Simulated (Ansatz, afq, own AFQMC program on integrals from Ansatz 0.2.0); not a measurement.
## BSiH3, triplet in cc-pVDZ, levels against CCSDT(Q)

```csv
atom,x (Å),y (Å),z (Å)
Si,-0.0010,-0.0842,0.5960
B,-0.0010,0.0917,-1.3329
H,-0.0010,1.0968,1.5178
H,0.9227,-0.3900,-1.9235
H,-0.8823,0.6548,-1.9048
```

Connectivity, by distances: SiH–BH2.

Basis cc-pVDZ. Noble-gas cores (and the filled d shells of Ga–Kr and In–Xe) are frozen. Ansatz 0.2.0 and our own AFQMC program on the same integrals; the CISD trial comes from CCSD amplitudes, and released means the phaseless constraint is let go. ± is one standard error of the sampling.

Determinant: UHF, the one that the program's search chose, which needn't be the lowest solution. The geometry is a point of a scan.

No full CI on the walks' own integrals is used here; CCSDT(Q) serves as the reference and is uncertain by about the last step of the cluster series.

Cautions: lower spins were not checked.

The T1 diagnostic is 0.0303, the weight of the determinant in the CISD state is 0.878 and the ⟨S²⟩ of the determinant is 2.024. The size of the correlated space is 10 electrons in 41 orbitals.

Reference: CCSDT(Q), correlation energy -5.266 eV. The released energy is read at 2.40 1/Eh (meV from the phaseless value at times in 1/Eh: 4 ± 12 at 0.24, 11 ± 11 at 0.51, -1 ± 12 at 0.99, 7 ± 12 at 1.62, -20 ± 18 at 2.40).

```csv
level,E − E(reference) (meV),share of correlation (%)
HF,5266.2,0.00
MP2,1219.0,76.85
CCSD,180.8,96.57
CCSD(T),42.8,99.19
CCSDT,6.4,99.88
ph-AFQMC/CISD,-5.2 ± 10.2,100.10
released AFQMC,-24.8 ± 18.3,100.47
```

Released energies are given only where the last usable release times agree within the noise; a slower fall can still hide under it.
